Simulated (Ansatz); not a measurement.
## Scan of the B2–S3 bond length

CH₅BS (SMILES CBS), closed shell, at its PBE0-D4/def2-TZVP minimum:

```xyz
8
angstrom
C -0.6327 0.8479 -0.2658
B 0.3426 -0.3618 -0.1543
S 0.5981 -1.1480 1.4245
H -1.4139 0.6227 -1.0011
H -0.0968 1.7144 -0.6703
H -1.1133 1.1446 0.6683
H 0.9323 -0.7852 -1.1038
H 1.4758 -2.0917 1.0468
```

The bond length B2–S3 (1.782 Å at the minimum) is set to the values below, the two halves moving rigidly along the bond. Each method's energies count from its own value at the PBE0-D4 minimum structure. Computed with Ansatz 0.2.0 (basis: def2-TZVPP); correlated methods freeze the cores. B3LYP uses VWN-RPA correlation.

CCSD(T) energies along the scan:
```tsv
bond length (Å)	CCSD(T) (kJ/mol)
1.533	109.0
1.585	63.3
1.662	21.6
1.752	1.6
1.851	3.5
1.958	23.0
2.072	55.3
2.192	95.7
2.317	140.3
```
They count from the CCSD(T) energy at the PBE0-D4 minimum.

Minimum and curvature along this coordinate at CCSD(T): A fifth-order fit through the nearest points gives 1.791 Å, with a curvature of about 22 eV/Å².

Task: Treat the two halves as rigid bodies and work out the harmonic wavenumber of this stretch from that curvature (ν̃ = 521.5 √(k/μ) cm⁻¹ with k in eV/Å² and μ in u).

Result: The halves weigh 26.85 and 33.08 u, so μ = 26.85 × 33.08/59.93 = 14.821 u and ν̃ = 521.5 √(22/14.821) ≈ 640 cm⁻¹. A true normal mode mixes in other motions, so this is a guide only.

Largest difference from the CCSD(T) curve over the scan: PBE-D4 8.1; B3LYP-D4 6.4; MP2 7.7 kJ/mol. Each curve counts from its own value at the minimum.

No T1 diagnostic of these runs exceeds 0.016.

For scale, one of the runs: CCSD(T)/def2-TZVPP, 174 basis functions (an equivalent command: `ansatz run in.yaml --threads 2`). The run took 15 s on 2 CPU threads (shared host), with 1.5 GiB of host memory at its peak.
